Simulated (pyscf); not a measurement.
# Four-centre exchange: H₃Si–GeH₃ (SMILES [SiH3][GeH3]) + HCl (SMILES Cl) -> H₃Si–GeH₂–Cl (SMILES [SiH3][GeH2][Cl]) + H₂ (SMILES [H][H])

Gas phase, singlet surface, charge 0. Bonds broken: Ge2–H6, Cl9–H10. Bonds formed: Ge2–Cl9, H6–H10. Structures and frequencies: ωB97X-D3(BJ)/def2-SVP in PySCF.

Transition state (Å):

```xyz
10

Si    -1.5276    -1.1567     0.5324
Ge    -0.1733     0.0587    -0.9657
H     -1.9990    -2.3989    -0.1565
H     -2.7032    -0.3050     0.8378
H     -0.7118    -1.5120     1.7160
H     -0.8009     1.7847    -1.2739
H      1.3489     0.1186    -0.9302
H     -0.5857    -0.0380    -2.4629
Cl    -0.1173     1.5092     1.3077
H     -0.6416     1.8734    -0.4330
```

One imaginary mode, 822i cm⁻¹; descent along it reached the two sides named.

```
bond     change  reactant side (Å)  saddle  product side
-------  ------  -----------------  ------  ------------
Ge2–H6   breaks              1.541   1.862           4.2
Cl9–H10  breaks              1.284   1.854           2.9
Ge2–Cl9   forms                3.6     2.7         2.178
H6–H10    forms                2.6   0.860         0.761
```

Electronic energies relative to the separated reactants (eV):

```json
[
 {"level": "ωB97X-D3(BJ)/def2-TZVP", "barrier": "1.50", "reaction energy": "-0.65", "reverse barrier": "2.15"},
 {"level": "PBE/def2-TZVP", "barrier": "1.37", "reaction energy": "-0.51", "reverse barrier": "1.88"},
 {"level": "r²SCAN/def2-TZVP", "barrier": "1.44", "reaction energy": "-0.57", "reverse barrier": "2.01"},
 {"level": "B3LYP-D3(BJ)/def2-TZVP", "barrier": "1.46", "reaction energy": "-0.58", "reverse barrier": "2.04"},
 {"level": "PBE0-D3(BJ)/def2-TZVP", "barrier": "1.43", "reaction energy": "-0.54", "reverse barrier": "1.97"},
 {"level": "M06-2X/def2-TZVP", "barrier": "1.40", "reaction energy": "-0.72", "reverse barrier": "2.12"},
 {"level": "ωB97M-D3(BJ)/def2-TZVP", "barrier": "1.58", "reaction energy": "-0.51", "reverse barrier": "2.09"},
 {"level": "HF/def2-TZVP", "barrier": "2.15", "reaction energy": "-0.49", "reverse barrier": "2.64"}
]
```

With ωB97M-D3(BJ)/def2-TZVP energies and thermal terms (ideal gas, 1 atm, RRHO with modes under 100 cm⁻¹ raised to 100, one conformer, R ln 2 for chiral ones without a mode under 150 cm⁻¹), in eV:

```csv
T (K),ΔH‡,ΔG‡,ΔH,ΔG
298,1.57,1.99,-0.56,-0.52
600,1.57,2.42,-0.52,-0.49
900,1.58,2.84,-0.50,-0.47
1200,1.60,3.26,-0.49,-0.46
```

At the saddle there is also a short Ge–H contact that neither side keeps. This is the saddle that the search found; another between the same sides may lie lower. Elements up to Kr have no core potential and no relativistic terms here.
